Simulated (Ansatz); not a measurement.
Ansatz (a program for electronic structure) input (MP2/6-31G*):

Ansatz 0.2 input:
```yaml
crystal:
  periodic: [false, false, false]
  atoms:
    - {symbol: C, position_ang: [1.25811390, -0.39527654, -0.00165926]}
    - {symbol: C, position_ang: [0.11989565, 0.60015541, -0.00836938]}
    - {symbol: N, position_ang: [-1.22240368, -0.12486235, 0.00816391]}
    - {symbol: H, position_ang: [2.20053556, 0.15158906, -0.01375427]}
    - {symbol: H, position_ang: [1.24981792, -1.01581769, 0.89610031]}
    - {symbol: H, position_ang: [1.24027555, -1.03872164, -0.88300628]}
    - {symbol: H, position_ang: [0.11163414, 1.22156711, -0.90196144]}
    - {symbol: H, position_ang: [0.12113265, 1.24436577, 0.86896693]}
    - {symbol: H, position_ang: [-1.30874728, -0.71355094, 0.84090172]}
    - {symbol: H, position_ang: [-1.31759220, -0.73478083, -0.80816955]}
    - {symbol: H, position_ang: [-2.00828788, 0.53011236, 0.00394702]}
basis:
  gaussian:
    orbitals: 6-31G*
total_charge: 1
magnetization: {spin_polarized: false}
correlation: {method: mp2, electrons: outside_noble_gas}
relax: {f_tol: 0.003, max_steps: 120}
```

Task: What final total energy does it give?

Result: -135.04152 Eh.
